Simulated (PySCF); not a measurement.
# CH8Si2 (SMILES [SiH3]C[SiH3]) at 6 levels

Wanted: a comparison of 6 runs (B3LYP/def2-SVP, BHLYP/def2-SVP, CAM-B3LYP/def2-SVP, PBE0/def2-SVP, SVWN5/def2-SVP, revPBE/def2-SVP) of CH8Si2. The job is set up through a Python script.

Program for the calculation: PySCF 2.14.0.

### 1 The structure to begin with

CH8Si2: 11 atoms, total charge 0, spin state singlet. As SMILES, `[SiH3]C[SiH3]`. The Si1–H6 distance was set to 3.272 Å, away from the relaxed value. At this shape a bond of the SMILES string is far longer than usual.

Bond lengths: Si1–C2 1.872 Å, C2–Si3 1.872 Å, Si1–H4 1.488 Å, Si1–H5 1.487 Å, C2–H7 1.095 Å, C2–H8 1.095 Å, Si3–H9 1.487 Å, Si3–H10 1.487 Å, Si3–H11 1.488 Å. Some angles: Si1–C2–Si3 114.4°, Si1–C2–H7 108.8°, Si1–C2–H8 108.8°, Si3–C2–H7 108.8°, Si3–C2–H8 108.8°, C2–Si1–H4 111.1°, C2–Si1–H5 110.2°, C2–Si3–H9 110.2°, C2–Si3–H10 110.2°, C2–Si3–H11 111.1°.

### 2 The energy at B3LYP/def2-SVP (run 1)

input.py

```python
from pyscf import gto, dft

molecule = gto.M(
    atom=[
    ('Si', (-0.793215, 0.552222, -2.023762)),
    ('C', (0.079425, -1.103938, -2.044692)),
    ('Si', (1.700945, -1.134838, -1.109512)),
    ('H', (-2.070035, 0.494302, -2.785592)),
    ('H', (0.072255, 1.596422, -2.634662)),
    ('H', (-1.463790, 1.436810, 1.054620)),
    ('H', (-0.588335, -1.860118, -1.618372)),
    ('H', (0.266325, -1.391328, -3.084872)),
    ('H', (1.476415, -0.786868, 0.319158)),
    ('H', (2.647825, -0.145778, -1.690702)),
    ('H', (2.329825, -2.481878, -1.172642)),
],
    verbose=3,
    max_memory=1860,
    charge=0,
    basis='def2-svp',
)

myscf = dft.RKS(molecule)
myscf.xc = 'b3lyp'
myscf.grids.level = 5
myscf.conv_tol = 1e-10
myscf.kernel()
if not myscf.converged:
    myscf = myscf.newton().run(myscf.mo_coeff, myscf.mo_occ)

e_tot = myscf.e_tot
print('E(%s) = %.9f' % ('B3LYP', e_tot))
```

Started as:

```
$ OMP_NUM_THREADS=1 python input.py
```

The program printed:

```text
converged SCF energy = -621.569398594979
E(B3LYP) = -621.569398595
```

Wall time 24 s (1 thread of Intel Xeon at 2.70GHz, shared host); peak memory 0.46 GiB.

### 3 The energy at BHLYP/def2-SVP (run 2)

job.py

```python
from pyscf import gto, dft

system = gto.M(
    atom=[
    ('Si', (-0.793215, 0.552222, -2.023762)),
    ('C', (0.079425, -1.103938, -2.044692)),
    ('Si', (1.700945, -1.134838, -1.109512)),
    ('H', (-2.070035, 0.494302, -2.785592)),
    ('H', (0.072255, 1.596422, -2.634662)),
    ('H', (-1.463790, 1.436810, 1.054620)),
    ('H', (-0.588335, -1.860118, -1.618372)),
    ('H', (0.266325, -1.391328, -3.084872)),
    ('H', (1.476415, -0.786868, 0.319158)),
    ('H', (2.647825, -0.145778, -1.690702)),
    ('H', (2.329825, -2.481878, -1.172642)),
],
    verbose=3,
    basis='def2-svp',
    spin=0,
    max_memory=1860,
)

ks = dft.RKS(system, xc='bhandhlyp')
ks.grids.level = 5
ks.conv_tol = 1e-10
ks.kernel()
if not ks.converged:
    ks = ks.newton().run(ks.mo_coeff, ks.mo_occ)

energy = ks.e_tot
print('E(%s) = %.9f' % ('BHLYP', energy))
```

Started as:

```
$ OMP_NUM_THREADS=1 python job.py
```

The program printed:

```text
converged SCF energy = -621.475705399443
E(BHLYP) = -621.475705399
```

Run time: 20 s. Hardware: 1 thread of Intel Xeon at 2.70GHz, shared host; peak memory 0.46 GiB.

Runs 3 to 5 aren't shown in full; the table further down has their settings and results.

### 4 A single-point energy at revPBE/def2-SVP (run 6)

run.py

```python
from pyscf import gto, dft

mol = gto.M(
    atom='''
Si  -0.793215   0.552222  -2.023762
C    0.079425  -1.103938  -2.044692
Si   1.700945  -1.134838  -1.109512
H   -2.070035   0.494302  -2.785592
H    0.072255   1.596422  -2.634662
H   -1.463790   1.436810   1.054620
H   -0.588335  -1.860118  -1.618372
H    0.266325  -1.391328  -3.084872
H    1.476415  -0.786868   0.319158
H    2.647825  -0.145778  -1.690702
H    2.329825  -2.481878  -1.172642
''',
    max_memory=1860,
    verbose=3,
    basis='def2-svp',
)

mf = dft.RKS(mol, xc='revpbe')
mf.grids.level = 5
mf.conv_tol = 1e-10
mf.kernel()
if not mf.converged:
    mf = mf.newton().run(mf.mo_coeff, mf.mo_occ)

e_final = mf.e_tot
print('E = %.10f Eh' % e_final)
```

Started as:

```
$ OMP_NUM_THREADS=1 python run.py
```

The program printed:

```text
converged SCF energy = -621.394483670491
E = -621.3944836705 Eh
```

It took 39 s on 1 thread of Intel Xeon at 2.70GHz, shared host; peak memory 0.46 GiB.

### 5 Overview of the runs

| run | level | energy (Eh) | dipole moment (D) | HOMO energy (eV) | LUMO energy (eV) | wall time |
| --- | --- | --- | --- | --- | --- | --- |
| 1 | B3LYP/def2-SVP | -621.569399 | 3.33 | -6.14 | -3.64 | 24 s |
| 2 | BHLYP/def2-SVP | -621.475705 | 3.65 | -6.90 | -2.69 | 20 s |
| 3 | CAM-B3LYP/def2-SVP | -621.486485 | 3.54 | -7.30 | -2.50 | 32 s |
| 4 | PBE0/def2-SVP | -621.214905 | 3.28 | -6.29 | -3.47 | 24 s |
| 5 | SVWN5/def2-SVP | -618.769270 | 2.82 | -5.55 | -4.14 | 20 s |
| 6 | revPBE/def2-SVP | -621.394484 | 3.13 | -5.49 | -4.08 | 39 s |

### 6 Summary of results

| quantity | value |
| --- | --- |
| run 6: total energy | -621.39448 Eh |
| run 6: dipole moment | 3.13 D |
| run 6: HOMO energy | -5.49 eV |
| run 6: LUMO energy | -4.08 eV |
| run 6: HOMO–LUMO gap | 1.41 eV |

The dipole moment (its size) runs from 2.82 D (SVWN5/def2-SVP) to 3.65 D (BHLYP/def2-SVP). The HOMO–LUMO gap runs from 1.41 eV (revPBE/def2-SVP) to 4.80 eV (CAM-B3LYP/def2-SVP). Totals of different functionals can't be ranked against each other. In runs 1, 2, 3, 4, 5, 6 a closed-shell determinant meets a far-stretched bond, which it describes badly. All runs together took 2.7 min, the longest 39 s.
